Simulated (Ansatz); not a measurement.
## Silver, fcc: convergence with the plane-wave cutoff

Computed with Ansatz, r²SCAN, scalar-relativistic PAW, on the relaxed cell (a = 4.104 Å; spin not included). Errors count from a run at 500 eV on a Γ-centred 22×22×22 mesh with Fermi-Dirac smearing of 0.1 eV, extrapolated to zero width. Fixed here: mesh 13×13×13, Fermi-Dirac width 0.1 eV. The pressure holds a Pulay correction and is unreliable far below the recommended cutoff. The SCF starts from atomic densities corrected by a trained network.

```tsv
cutoff (eV)	E(σ→0) error (meV/atom)	P (GPa)	SCF iterations
150	61461.6	-69.44	8
200	10520.6	2.59	7
250	1318.3	0.95	6
300	120.0	-0.27	7
350	16.0	-0.03	6
420	8.8	-0.03	6
500	4.2	-0.02	6
600	3.0	-0.04	6
800	2.6	-0.03	6
```

Within 5 meV/atom of the last row: from 500 eV on.
